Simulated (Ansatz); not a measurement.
**H2O (singlet): wave-function methods side by side, 6-31G***

Aim: climb from Hartree-Fock through coupled cluster and multireference methods for H2O (singlet) at one geometry and basis, and see what each rung misses.

The runs use Ansatz 0.2.0, Gaussian basis; 6-31G*, core rule «outside noble gas», up to 1 orbitals frozen.

The runs, in order: UHF; CCSD(T) on RHF; BCCD(T) on RHF; CISD; CCSDT(Q) on RHF; CISDTQ; CCSDTQ on RHF; CASSCF and MRCISD+Q, 8 electrons in 6 orbitals; CASSCF and NEVPT2, 8 electrons in 6 orbitals; Full CI.

9 further runs of the same task are left out: 9 set aside as unsound or not needed.

## 1. The system

The geometry is an MP2(full)/6-31G* stationary point (not a proven minimum).

3 atoms, charge 0, spin multiplicity 1.

Atoms are counted from 1 here; the program's logs count them from 0.

Bond lengths: O1–H2 0.969 Å, O1–H3 0.969 Å. Angles: H2–O1–H3 104.0°.

## 2. UHF

File in.yaml:

```yaml
crystal:
  periodic: [false, false, false]
  atoms:
    - {symbol: O, position_ang: [0.000000, 0.000000, 0.066726]}
    - {symbol: H, position_ang: [0.000000, 0.763239, -0.529583]}
    - {symbol: H, position_ang: [0.000000, -0.763239, -0.529583]}
basis:
  gaussian: {orbitals: "6-31G*"}
magnetization: {spin_polarized: true, initial_magnetization: 0}
hamiltonian: {xc: hf}
output: {orbitals: {seedname: orbitals}}
```

Run with:

```
ansatz run in.yaml --threads 1 --pin off --events-out ev --progress --plain --max-ram 5632MiB --backend cpu
```

Further steps of the session: CCSD(T) on RHF; BCCD(T) on RHF; CISD; CCSDT(Q) on RHF; CISDTQ; CCSDTQ on RHF; CASSCF and MRCISD+Q, 8 electrons in 6 orbitals; CASSCF and NEVPT2, 8 electrons in 6 orbitals; Full CI.

**Question.** What will the summary of the whole plan be? Wanted: FCI below the RHF energy; RMP2 from FCI; RCCSD from FCI; RCCSD(T) from FCI; RCCSDT(Q) from FCI; NEVPT2 valence from FCI; MRCISD+Q valence from FCI; T1 diagnostic; effectively unpaired electrons.

The runs gave:

| quantity | value |
| --- | --- |
| FCI below the RHF energy | -5.4071 eV |
| RMP2 from FCI | +317.5 meV |
| RCCSD from FCI | +70.6 meV |
| RCCSD(T) from FCI | +18.4 meV |
| RCCSDT(Q) from FCI | -0.3 meV |
| NEVPT2 valence from FCI | +548.7 meV |
| MRCISD+Q valence from FCI | +2.6 meV |
| levels within 1 kcal/mol (43 meV) | RCCSD(T), BCCD(T), RCCSDT, CISDTQ, RCCSDT(Q), RCCSDTQ, MRCISD+Q valence |
| T1 diagnostic | 0.006 |
| effectively unpaired electrons | 0.02 |

What this shows: RCCSD(T) misses by +18.4 meV, 0.3 % of the correlation energy. One determinant dominates. Of the multireference levels listed MRCISD+Q valence comes nearest in total energy (+2.6 meV), which doesn't show that its space is the better one. These misses are within one basis, not against nature.
